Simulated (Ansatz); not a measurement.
`CCCC#N` + H₂ → `CCC#N` + CH₄ at 500 K and 1 bar (hydrogenolysis of a C–C bond).

Isolated molecules relaxed with PBE0-D4/def2-TZVP in Ansatz; ΔE leaves out vibrations. CCSD(T)/CBS is the MP2 limit (def2-TZVPP, def2-QZVPP) plus CCSD(T) − MP2 in def2-TZVPP, frozen cores. This one scheme is used for every species. Each species was taken in one conformer, which may not be the lowest.

```tsv
species	CCSD(T)/CBS energy (Eh)	H − E (kJ/mol)	S (J/(mol·K))
`CCCC#N`	-211.11677	311.5	373.7
H₂	-1.17544	41.0	145.5
`CCC#N`	-171.85534	227.8	328.5
CH₄	-40.46206	135.6	206.8
```

H − E and S are ideal-gas, rigid-rotor, harmonic terms from PBE0-D4/def2-TZVP, for one conformer and one mirror image of each species. The MP2-based limit puts H₂ 0.8 mEh under its directly extrapolated value; such offsets cancel only in part. 1 Eh = 2625.50 kJ/mol, R = 8.31446 J/(mol·K).

Question: By hand: ΔE, ΔH, ΔS and ΔG.

Answer: ΔE = (-171.85534) + (-40.46206) − (-211.11677) − (-1.17544) = -0.02519 Eh = -66.1 kJ/mol. Δ(H − E) = 227.8 + 135.6 − 311.5 − 41.0 = 10.9, so ΔH = -55.2 kJ/mol. ΔS = 328.5 + 206.8 − 373.7 − 145.5 = 16.1 J/(mol·K). ΔG = -55.2 − 500 × (16.1)/1000 = -63.2 kJ/mol.

Question: By hand: the equilibrium constant, and the temperature at which ΔG would vanish if ΔH and ΔS stayed fixed.

Answer: log₁₀ K = −ΔG/(RT ln 10) = 6.6. ΔH and −TΔS have one sign here, so there is no such temperature.

ΔH outweighs TΔS. A doubt of 5 kJ/mol in ΔE shifts log₁₀ K by 0.5 here. Other conformers and mirror images would add mixing entropy, several J/(mol·K) or more a flexible species. These are equilibria of isolated gas molecules and say nothing of rates. Largest T1 diagnostic: 0.012 (customary marks: 0.02 for closed shells, 0.045 for open ones).
